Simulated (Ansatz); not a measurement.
Born–Oppenheimer molecular dynamics of C5H6 (11 atoms, charge 0, multiplicity 1). It starts from a relaxed structure.

Method: UKS PBE0-D4/STO-3G (Ansatz).

- ensemble: NVE (velocity Verlet)
- time step: 2 fs
- steps asked: 40
- starting velocities drawn for: 2000 K
- seed: 533868

First frame:

```xyz
11
Properties=species:S:1:pos:R:3
C -0.661 2.248 -0.785
C -0.307 1.056 -0.369
C 0.040 -0.119 0.041
C -0.347 -1.510 0.425
C 1.117 -1.061 0.473
H -0.930 3.050 -0.087
H -0.704 2.500 -1.852
H -0.648 -2.203 -0.369
H -0.873 -1.660 1.375
H 1.577 -0.908 1.456
H 1.802 -1.451 -0.287
```

Question: What does the run give?

Answer: All steps were run.

* steps done: 40
* time covered: 80 fs
* mean temperature over the second half: 1182 K
* spread of the potential energy over the second half: 40.7 meV per atom
* mean potential energy of the second half above the start: 171.7 meV per atom

The conserved energy changed by up to 120 meV per atom, so the integration failed: the time step of 2 fs is too long for the fastest motions that this run met, and the later frames carry no physical meaning.

Question: What happens to the structure?

Answer: The same pairs are bonded in the first frame and the last. It ends as C5H5 + H. Pairs count as bonded within 1.25 times the sum of covalent radii (0.12 Å more for H–H). The details hang on the random start.

Question: How do temperature and energy run in time?

Answer: 
```json
{"time (fs)": "0.0", "T (K)": "2000", "potential energy less start (eV)": "0.000", "conserved less start (meV/atom)": "0.00"}
{"time (fs)": "2.0", "T (K)": "1294", "potential energy less start (eV)": "1.468", "conserved less start (meV/atom)": "58.79"}
{"time (fs)": "4.0", "T (K)": "1057", "potential energy less start (eV)": "1.556", "conserved less start (meV/atom)": "41.73"}
{"time (fs)": "6.0", "T (K)": "493", "potential energy less start (eV)": "2.231", "conserved less start (meV/atom)": "43.47"}
{"time (fs)": "8.0", "T (K)": "939", "potential energy less start (eV)": "1.792", "conserved less start (meV/atom)": "50.67"}
{"time (fs)": "10.0", "T (K)": "1023", "potential energy less start (eV)": "2.099", "conserved less start (meV/atom)": "87.45"}
{"time (fs)": "12.0", "T (K)": "1152", "potential energy less start (eV)": "1.577", "conserved less start (meV/atom)": "53.61"}
{"time (fs)": "14.0", "T (K)": "1011", "potential energy less start (eV)": "1.874", "conserved less start (meV/atom)": "65.81"}
{"time (fs)": "16.0", "T (K)": "961", "potential energy less start (eV)": "1.994", "conserved less start (meV/atom)": "71.41"}
{"time (fs)": "18.0", "T (K)": "1394", "potential energy less start (eV)": "0.931", "conserved less start (meV/atom)": "20.54"}
{"time (fs)": "20.0", "T (K)": "1145", "potential energy less start (eV)": "1.782", "conserved less start (meV/atom)": "71.62"}
{"time (fs)": "22.0", "T (K)": "1377", "potential energy less start (eV)": "1.517", "conserved less start (meV/atom)": "72.09"}
{"time (fs)": "24.0", "T (K)": "708", "potential energy less start (eV)": "2.377", "conserved less start (meV/atom)": "79.50"}
{"time (fs)": "26.0", "T (K)": "1302", "potential energy less start (eV)": "1.654", "conserved less start (meV/atom)": "76.56"}
{"time (fs)": "28.0", "T (K)": "912", "potential energy less start (eV)": "2.177", "conserved less start (meV/atom)": "82.81"}
{"time (fs)": "30.0", "T (K)": "1167", "potential energy less start (eV)": "1.223", "conserved less start (meV/atom)": "23.14"}
{"time (fs)": "32.0", "T (K)": "1001", "potential energy less start (eV)": "1.599", "conserved less start (meV/atom)": "39.76"}
{"time (fs)": "34.0", "T (K)": "815", "potential energy less start (eV)": "2.054", "conserved less start (meV/atom)": "61.37"}
{"time (fs)": "36.0", "T (K)": "1340", "potential energy less start (eV)": "0.991", "conserved less start (meV/atom)": "20.30"}
{"time (fs)": "38.0", "T (K)": "1011", "potential energy less start (eV)": "2.134", "conserved less start (meV/atom)": "89.41"}
{"time (fs)": "40.0", "T (K)": "1725", "potential energy less start (eV)": "1.283", "conserved less start (meV/atom)": "87.54"}
{"time (fs)": "42.0", "T (K)": "904", "potential energy less start (eV)": "2.416", "conserved less start (meV/atom)": "103.66"}
{"time (fs)": "44.0", "T (K)": "1278", "potential energy less start (eV)": "1.777", "conserved less start (meV/atom)": "85.24"}
{"time (fs)": "46.0", "T (K)": "726", "potential energy less start (eV)": "2.204", "conserved less start (meV/atom)": "65.67"}
{"time (fs)": "48.0", "T (K)": "719", "potential energy less start (eV)": "2.079", "conserved less start (meV/atom)": "53.54"}
{"time (fs)": "50.0", "T (K)": "1038", "potential energy less start (eV)": "1.974", "conserved less start (meV/atom)": "77.68"}
{"time (fs)": "52.0", "T (K)": "915", "potential energy less start (eV)": "2.274", "conserved less start (meV/atom)": "91.99"}
{"time (fs)": "54.0", "T (K)": "1843", "potential energy less start (eV)": "0.984", "conserved less start (meV/atom)": "72.83"}
{"time (fs)": "56.0", "T (K)": "1260", "potential energy less start (eV)": "2.172", "conserved less start (meV/atom)": "119.13"}
{"time (fs)": "58.0", "T (K)": "1901", "potential energy less start (eV)": "0.905", "conserved less start (meV/atom)": "71.74"}
{"time (fs)": "60.0", "T (K)": "891", "potential energy less start (eV)": "2.325", "conserved less start (meV/atom)": "94.11"}
{"time (fs)": "62.0", "T (K)": "1033", "potential energy less start (eV)": "1.921", "conserved less start (meV/atom)": "72.37"}
{"time (fs)": "64.0", "T (K)": "956", "potential energy less start (eV)": "1.848", "conserved less start (meV/atom)": "57.60"}
{"time (fs)": "66.0", "T (K)": "980", "potential energy less start (eV)": "2.015", "conserved less start (meV/atom)": "75.31"}
{"time (fs)": "68.0", "T (K)": "1191", "potential energy less start (eV)": "2.081", "conserved less start (meV/atom)": "103.57"}
{"time (fs)": "70.0", "T (K)": "772", "potential energy less start (eV)": "2.631", "conserved less start (meV/atom)": "109.36"}
{"time (fs)": "72.0", "T (K)": "1400", "potential energy less start (eV)": "1.849", "conserved less start (meV/atom)": "104.67"}
{"time (fs)": "74.0", "T (K)": "1408", "potential energy less start (eV)": "1.633", "conserved less start (meV/atom)": "85.81"}
{"time (fs)": "76.0", "T (K)": "1541", "potential energy less start (eV)": "1.198", "conserved less start (meV/atom)": "60.34"}
{"time (fs)": "78.0", "T (K)": "1238", "potential energy less start (eV)": "1.985", "conserved less start (meV/atom)": "99.89"}
{"time (fs)": "80.0", "T (K)": "1108", "potential energy less start (eV)": "2.100", "conserved less start (meV/atom)": "96.55"}
```

Run time: 2.1 min on 1 thread of Intel(R) Xeon(R) Platinum 8488C (Sapphire Rapids) (shared host), peak memory 0.13 GiB.
